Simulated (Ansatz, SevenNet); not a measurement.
**How well does each level of theory give the bulk modulus B0 of fcc Pt?**

Reference value: 289 GPa (measured, corrected for temperature and zero-point phonon effects; as tabulated in Levämäki et al. (2014), arXiv:1402.3671).

```csv
level (code),value (GPa),cell (Å³/atom),error (%)
SevenNet-l3i5,247,15.73,-14.5
LDA (Ansatz),307,14.76,+6.2
PBE (Ansatz),248,15.65,-14.2
PBE-D4 (Ansatz),274,15.22,-5.2
r²SCAN+rVV10 (Ansatz),285,15.12,-1.4
```

Once the reference is moved by up to 1.7 % (a margin picked here for doubts on the reference and the settings) and values within 1.7 % count as equal, the nearest can be r²SCAN+rVV10 (-1.4 %) or LDA (+6.2 %). By the same margin the farthest can be SevenNet-l3i5 (-14.5 %) or PBE (-14.2 %). Within 10 %: LDA, PBE-D4, r²SCAN+rVV10.

The crystal itself was run without spin with LDA, PBE, PBE-D4, r²SCAN+rVV10; a magnetic state was not tried in these runs. Density-functional levels without +SOC have no spin–orbit coupling. Each level is taken at its own relaxed cell. Cutoffs differ between the levels. Ansatz's density-functional and Hartree–Fock values are scalar-relativistic unless marked +SOC, with PAW data made under PBE.

Machine-learned potentials (SevenNet-l3i5) are trained on DFT data: a solid inside that data is no test of them.

Differences are worked out from the printed values.

Ansatz is a program for electronic structure.
